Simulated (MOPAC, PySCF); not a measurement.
Molecule: CH$_{3}$, charge 1, multiplicity 1. SMILES of the parent species: [CH3]
Coordinates optimised at B3LYP-D3(BJ)/def2-TZVP (Ansatz):
```xyz
4

C      0.0000     0.0000     0.0000
H     -0.0100     1.0916    -0.0207
H      0.9502    -0.5376    -0.0134
H     -0.9402    -0.5540     0.0341
```
Charge +1, spin multiplicity 1.

Unscaled harmonic wavenumbers (cm⁻¹) in rising order, each level at the stationary point that it reaches from this structure (no distance between atoms moves by over 0.3 Å); the order of modes can differ between levels, and a negative number is imaginary. B3LYP-D3(BJ)/def2-TZVP (PySCF, at the structure above): 1412, 1412, 1425, 3025, 3216, 3216.

AM1 (MOPAC): 1290, 1290, 1357, 3046, 3051, 3051. Zero-point energy 18.7 against 19.6 kcal/mol; where all levels lie over 400 cm⁻¹, the wavenumbers are on average 0.947 times those of B3LYP-D3(BJ)/def2-TZVP.

PM7 (MOPAC): 1252, 1252, 1294, 2546, 2546, 2601. Zero-point energy 16.4 against 19.6 kcal/mol; where all levels lie over 400 cm⁻¹, the wavenumbers are on average 0.854 times those of B3LYP-D3(BJ)/def2-TZVP.
